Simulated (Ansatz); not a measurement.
```xyz
12

C    -1.402   -1.434    0.323
C    -0.294   -0.470    0.185
C    -0.216    0.823   -0.148
C     1.241    1.070    0.096
O     2.030    1.569   -0.913
S     1.420   -0.766    0.532
H    -1.469   -1.796    1.354
H    -2.353   -0.972    0.052
H    -1.241   -2.307   -0.315
H    -0.982    1.533   -0.438
H     1.459    1.645    0.998
H     1.805    1.106   -1.727
```

The species carries charge 0 and has multiplicity 1.

(1) List the CAM-B3LYP/def2-TZVPP orbital energies in eV (the Gaussian-basis code of Ansatz). (Estimate.)

Results:

(1) Computed: Occupied: -2419.67, -523.04, -281.28, -280.09, -279.14, -278.84, -217.68, -162.26, -162.20, -162.03, -30.98, -25.96, -22.66, -20.56, -19.83, -16.62, -15.41, -14.93, -14.52, -13.68, -13.58, -12.88, -11.12, -10.64, -10.03, -9.32, -7.43. Lowest empty: 0.91, 1.03, 2.20, 2.69, 3.04, 3.23, 3.59, 4.17.
